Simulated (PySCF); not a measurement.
Isomers of C4H7NO, one GFN2-xTB conformer each. Single-point energies are computed at PBE0/pcSseg-1 (PySCF, gas phase, no added dispersion term), electronic only.

Question: Rank them by PBE0/pcSseg-1 energy, lowest first (kJ/mol).
A. `[H]/[N:3]=[C:2](/[CH3:1])[C:4]([CH3:5])=[O:6]` with C1–C2–C4–C5 0°
B. `[CH3:1][CH2:2][O:3][C:4]1=[N:5][CH2:6]1` with C1–C2–O3–C4 -176°, C2–O3–C4–N5 0°
C. `[O:1]=[CH:2][NH:3][CH:4]1[CH2:5][CH2:6]1` with O1–C2–N3–C4 0°, C2–N3–C4–C5 -145°
D. `[CH2:1]=[CH:2]/[N:3]=[CH:4]\[O:5][CH3:6]` with C1–C2–N3–C4 -70°, N3–C4–O5–C6 -2°
E. `[CH2:1]=[C:2]([CH3:3])[C:4]([NH2:5])=[O:6]` with C1–C2–C4–N5 -39°, C2–C4–N5–H 179° and -3° (methacrylamide)

Answer: E (0.0), A (50.0), C (62.3), D (162.9), B (218.8).

As drawn, the lowest has a C=O bond, an N–H bond and a C(=O)–N unit, which the highest lacks; the highest has a three-membered ring and a C=N bond, which the lowest lacks. GFN2-xTB itself gives, in the same order: 2.3, 48.6, 0.0, 63.3, 116.9. GFN2-xTB puts O=CNC1CC1 lowest instead; measured from each level's own lowest isomer, the values differ by up to 101.9 kJ/mol (CCOC1=NC1: 116.9 against 218.8).

Question: Which frontier levels, dipoles and rotational constants go with these structures?

Answer: 
```tsv
SMILES	HOMO (eV, PBE0/pcSseg-1)	LUMO (eV)	dipole (D)	A, B, C (MHz)
C=C(C)C(N)=O	-7.41	-0.67	3.56	5272, 3336, 2245
[H]/N=C(/C)C(C)=O	-7.44	-1.95	3.26	5114, 3466, 2120
O=CNC1CC1	-7.03	0.87	3.98	10665, 2033, 1974
C=C/N=C\OC	-6.42	0.16	2.00	6141, 2942, 2206
CCOC1=NC1	-7.53	0.92	2.71	15604, 1850, 1709
```
